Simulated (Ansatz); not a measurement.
# Lithium, bcc: convergence with the k-point mesh

Computed with Ansatz, r²SCAN, scalar-relativistic PAW, on the relaxed cell (a = 3.476 Å; spin not included). Errors count from a run at 500 eV on a Γ-centred 21×21×21 mesh with Fermi-Dirac smearing of 0.1 eV, extrapolated to zero width. Fixed here: cutoff 500 eV, Fermi-Dirac width 0.1 eV. The SCF starts from atomic densities corrected by a trained network.

```csv
k-mesh,E(σ→0) error (meV/atom),P (GPa),SCF iterations
2×2×2,710.0,0.12,6
3×3×3,-181.8,-0.63,6
5×5×5,-3.5,-0.01,6
6×6×6,33.8,0.15,6
8×8×8,10.6,0.05,6
10×10×10,7.0,0.05,6
14×14×14,0.5,0.03,6
18×18×18,-0.7,0.02,6
```

Within 5 meV/atom of the last row: from 14×14×14 on.
